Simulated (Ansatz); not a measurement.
`C=C(C)C(C)=O`. Charge 0, multiplicity 1. Geometry: relaxed with PBE0-D4/def2-TZVP. It is one conformer, not always the lowest.

```xyz
14

C    -0.878   -1.073    0.636
C    -0.138    0.033    0.555
C     0.114    0.936    1.716
C     0.497    0.443   -0.732
C     0.302   -0.403   -1.963
O     1.164    1.454   -0.774
H    -1.339   -1.372    1.571
H    -1.049   -1.715   -0.218
H    -0.382    0.568    2.614
H     1.186    1.023    1.909
H    -0.238    1.947    1.500
H     0.679   -1.416   -1.805
H    -0.757   -0.483   -2.219
H     0.839    0.058   -2.789
```

Task: What is the dipole moment at B3LYP/def2-TZVPP? (An estimate is asked.)

Result: Computed: 2.81 D, with components (-1.59, -2.28, 0.39) D in this frame, pointing from negative to positive charge.

Task: And with PBE, r2SCAN, ωB97M-V? (An estimate is asked.)

Result: The calculation gave: PBE 2.64 D, r2SCAN 2.75 D, ωB97M-V 2.78 D.

Task: Give the Mulliken charges with B3LYP, r2SCAN, ωB97M-V in def2-TZVPP. (An estimate is asked.)

Result: Computed: 
| atom | B3LYP | r2SCAN | ωB97M-V |
| --- | --- | --- | --- |
| C1 | -0.19 | -0.14 | -0.18 |
| C2 | -0.05 | -0.06 | -0.04 |
| C3 | -0.21 | -0.09 | -0.27 |
| C4 | 0.21 | 0.25 | 0.24 |
| C5 | -0.25 | -0.14 | -0.34 |
| O6 | -0.29 | -0.33 | -0.30 |
| H7 | 0.11 | 0.08 | 0.10 |
| H8 | 0.10 | 0.08 | 0.10 |
| H9 | 0.08 | 0.04 | 0.09 |
| H10 | 0.10 | 0.06 | 0.12 |
| H11 | 0.10 | 0.06 | 0.12 |
| H12 | 0.09 | 0.06 | 0.12 |
| H13 | 0.09 | 0.06 | 0.12 |
| H14 | 0.11 | 0.07 | 0.12 |

B3LYP here is the variant with VWN-RPA as its local correlation; programs differ in this.
